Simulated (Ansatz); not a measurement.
Two isomers of C3H5ClO: A = `ClCC1CO1`, B = `CC1(Cl)CO1`.

Gas-phase electronic energies from Ansatz, PBE0-D4/def2-TZVP geometries. CBS: MP2 limit from def2 TZ/QZ plus the TZ coupled-cluster correction, frozen cores. Functionals use def2-TZVPP. B3LYP here is the variant with VWN-RPA as its local correlation; programs differ in this. Each species was taken in one conformer, which may not be the lowest.

(1) Which is lower in electronic energy at CCSD(T)/CBS, and by how much? (An estimate is asked.)

(2) Give E(B) − E(A) in kcal/mol with CCSD/def2-TZVPP, BLYP-D4, CCSD(T)/def2-TZVPP, B3LYP-D4, PBE-D4, B3LYP, HF/def2-TZVPP. (An estimate is asked.)

(3) Does the order hold for the free energy at 298.15 K (harmonic terms from PBE0-D4)? (Best estimate.)

Largest T1 diagnostic: 0.011.

Answers

(1) Ansatz gave: B, by 4.2 kcal/mol.

(2) The calculation gave: CCSD/def2-TZVPP -3.6, BLYP-D4 -4.9, CCSD(T)/def2-TZVPP -4.1, B3LYP-D4 -4.4, PBE-D4 -5.3, B3LYP -3.9, HF/def2-TZVPP -2.1. None reverses the order clearly.

(3) Computed: Yes: G(B) − G(A) = -4.5 kcal/mol, for one conformer each.

From BLYP to BHLYP (50 % exact exchange), in def2-TZVPP and without D4, E(B) − E(A) moves by +0.9 kcal/mol. In def2-TZVPP, CCSD(T) changes the Hartree–Fock value by −2.0 kcal/mol (the triples alone add −0.5 kcal/mol) and MP2 by −2.6 kcal/mol.
